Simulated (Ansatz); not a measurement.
# AlNH (sextet): wave-function methods side by side, def2-TZVPP

One table from this session's results is given with a row withheld; the runs are named, their logs left out.

Program: Ansatz 0.2.0, Gaussian basis. Level of theory: def2-TZVPP, core rule «outside noble gas», up to 6 orbitals frozen. These are calculated values, not measurements.

To be run: UHF; ROHF; CCSD(T) on UHF.

**The geometry**

The geometry is a PBE0/def2-TZVP stationary point (not a proven minimum) of the parent state, kept for this charge and spin.

3 atoms, charge 0, spin multiplicity 6.

Atoms are counted from 1 here; the program's logs count them from 0.

Bond lengths: Al1–N2 1.919 Å, Al1–H3 1.612 Å. Angles: N2–Al1–H3 112.5°.

The first run:

Input file in.yaml:

```yaml
crystal:
  periodic: [false, false, false]
  atoms:
    - {symbol: Al, position_ang: [0.000000, -0.104664, 0.617425]}
    - {symbol: N, position_ang: [0.000000, 0.107524, -1.289743]}
    - {symbol: H, position_ang: [0.000000, 1.307572, 1.394905]}
basis:
  gaussian: {orbitals: def2-TZVPP}
magnetization: {spin_polarized: true, initial_magnetization: 5}
hamiltonian: {xc: hf}
output: {orbitals: {seedname: orbitals}}
```

Launch:

```
> ansatz run in.yaml --threads 1 --pin off --events-out ev --progress --plain --max-ram 4096MiB --backend cpu
```

Among the steps run: UHF; ROHF; CCSD(T) on UHF.

One of the session's tables, all rows but one given; the rest of the session is left out.

It belongs to the step «Misses and costs». 

```
  method  from UCCSD(T) (kJ/mol)
    ROHF                  +487.5
     UHF                  +475.0
    UMP2                       ?
   UCCSD                   +14.6
UCCSD(T)                       0
```

**Question.** Estimate the row for UMP2.

**Answer.** from UCCSD(T) (kJ/mol): +98.7. In the column «from UCCSD(T) (kJ/mol)» it lies between UCCSD (+14.6) and UHF (+475.0).
